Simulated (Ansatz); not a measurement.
A made-up structure of Si$_{2}$H$_{3}$O (charge +1), singlet:

```tsv
atom	x (Å)	y (Å)	z (Å)
O1	0.2638	-1.7407	0.7594
Si2	-0.6908	-0.6283	-0.2484
Si3	0.6312	0.5132	0.2474
H4	-1.8801	-0.6759	-1.0229
H5	1.3165	0.9219	-0.9933
H6	-0.0169	1.5949	1.0128
```

It is relaxed with PBE-D4/def2-SVP and then PBE0-D4/def2-TZVP (Ansatz 0.2.0). Atoms count as bonded within 1.22 times the sum of their covalent radii (H–H: 0.88 Å). The end point is not checked to be a true minimum.

Problem. Does its bonding change? (Judge from chemistry; the calculation decides.)

Solution. The calculation gives: Yes. Formed: O1–Si3; broken: none.

Where it ends: The first stage lowers the energy by 4.85 eV in 11 steps. It ends as Si₂H₃O ([O]1[SiH][SiH2]1), total charge +1:
| atom | x (Å) | y (Å) | z (Å) |
| --- | --- | --- | --- |
| O1 | 0.0859 | -0.9640 | 0.3811 |
| Si2 | -1.1423 | -0.4980 | -0.5923 |
| Si3 | 0.6236 | 0.6416 | 0.1991 |
| H4 | -2.1455 | -1.5488 | -0.9064 |
| H5 | 1.7812 | 0.8334 | -0.6861 |
| H6 | 0.4207 | 1.5207 | 1.3595 |

Labels in which every atom is bracketed show which atoms are joined, not bond orders.

For scale, one of the runs: PBE0-D4/def2-TZVP relaxation, 123 basis functions, launched by `ansatz run in.yaml --threads 2 --pin off --events-out ev --progress --plain --max-ram 4352MiB`. The run took about 15 s on 2 CPU threads of an Intel Xeon Platinum 8259CL (shared host).
